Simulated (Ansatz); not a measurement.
# Yttrium, hcp under PBE: testing the Fermi-Dirac smearing

A convergence test of the Fermi-Dirac smearing width. The geometry was relaxed under PBE beforehand and stays fixed; 6 values are run, from 0.01 to 1.0 eV. Wanted are the values from which on the energy stays within 10 and 1 meV/atom, and the pressure within 0.5 GPa, of the narrowest run. Within the series other settings stay. Spin polarisation is left out.

Program: Ansatz 0.2.0. Level of theory: DFT PBE, plane waves with PAW, scalar-relativistic. These are calculated values, not measurements.

### Step 1. The starting structure

The structure is hexagonal, space group P6_3/mmc (No. 194). The conventional cell has a = 3.654 Å, b = 3.654 Å, c = 5.699 Å, α = 90.00°, β = 90.00°, γ = 120.00°. Y (site symmetry -6m2) is surrounded by 12 Y at 3.55 to 3.65 Å.

As a file:

```
Y
1.0
     3.65354    0.00000    0.00000
    -1.82677    3.16406    0.00000
     0.00000    0.00000    5.69886
Y
2
Direct
  0.33333 0.66667 0.25000
  0.66667 0.33333 0.75000
```

### Step 2. Run at 0.01 eV

The run at 0.01 eV.

input.yaml reads:

```yaml
crystal:
  lattice:
    - [3.6535431712, 0.0, 0.0]
    - [-1.8267715856, 3.1640612001, 0.0]
    - [0.0, 0.0, 5.6988610241]
  atoms:
    - { symbol: "Y", position: [0.3333333333, 0.6666666667, 0.25] }
    - { symbol: "Y", position: [0.6666666667, 0.3333333333, 0.75] }
hamiltonian:
  xc: pbe
  pseudopotentials:
    kind: paw
    azcp:
      "Y": "pseudopotentials/Y.paw.azcp"
basis:
  ecutwfc: 420
  fft_grid_basis: typed
kpoints:
  mp_grid: { grid: [10, 10, 6], shift: [0, 0, 0] }
magnetization:
  spin_polarized: false
scf:
  occupations: { method: fermi_dirac, width: 0.01 }
  lower_state_search: "off"
output:
  stress: true
```

Command:

```console
> ansatz run input.yaml --threads 1 --pin off --max-ram 3584MiB --backend cpu --events-out ev --progress --plain --runs-dir out
```

### Step 3. Run at 0.03 eV

The run at 0.03 eV.

Changes to input.yaml since step 2:

```diff
@@ -22,3 +22,3 @@
 scf:
-  occupations: { method: fermi_dirac, width: 0.01 }
+  occupations: { method: fermi_dirac, width: 0.03 }
   lower_state_search: "off"
```

### Step 4. Run at 0.2 eV

The run at 0.2 eV.

Changes to input.yaml since step 3:

```diff
@@ -22,3 +22,3 @@
 scf:
-  occupations: { method: fermi_dirac, width: 0.03 }
+  occupations: { method: fermi_dirac, width: 0.2 }
   lower_state_search: "off"
```

### Step 5. Run at 0.3 eV

The run at 0.3 eV.

Changes to input.yaml since step 4:

```diff
@@ -22,3 +22,3 @@
 scf:
-  occupations: { method: fermi_dirac, width: 0.2 }
+  occupations: { method: fermi_dirac, width: 0.3 }
   lower_state_search: "off"
```

### Step 6. Run at 0.6 eV

The run at 0.6 eV.

Changes to input.yaml since step 5:

```diff
@@ -22,3 +22,3 @@
 scf:
-  occupations: { method: fermi_dirac, width: 0.3 }
+  occupations: { method: fermi_dirac, width: 0.6 }
   lower_state_search: "off"
```

### Step 7. Run at 1.0 eV

The run at 1.0 eV.

Changes to input.yaml since step 6:

```diff
@@ -22,3 +22,3 @@
 scf:
-  occupations: { method: fermi_dirac, width: 0.6 }
+  occupations: { method: fermi_dirac, width: 1.0 }
   lower_state_search: "off"
```

(Steps that only read results are left out.)

**Question.** What will these runs give?

**Answer**, as computed:

```
                                          quantity                       value
      E(σ → 0) stays within 10 meV/atom of 0.01 eV                up to 0.2 eV
                  E(σ → 0) stays within 1 meV/atom               up to 0.03 eV
                     pressure stays within 0.5 GPa                up to 0.2 eV
                               pressure at 0.01 eV                   -0.18 GPa
energy of a separate run on a finer mesh (16×16×9)  +1.9 meV/atom from 0.01 eV
```

At 1.0 eV the energy differs by -266.3 meV/atom and the pressure by +5.7 GPa. The free energy F moves by -2178.0 meV/atom over the range, and the estimate for σ → 0 by -266.3. With this scheme F falls about as the square of the width. The mesh (10×10×6) is fixed, so the narrowest widths carry a k-point error of their own. The yardstick itself is unsettled by 1.9 meV/atom against the finer mesh, so the thresholds above hold only within this series, and wider smearing, which averages over more states, can land nearer the fine-mesh value than the narrowest does.
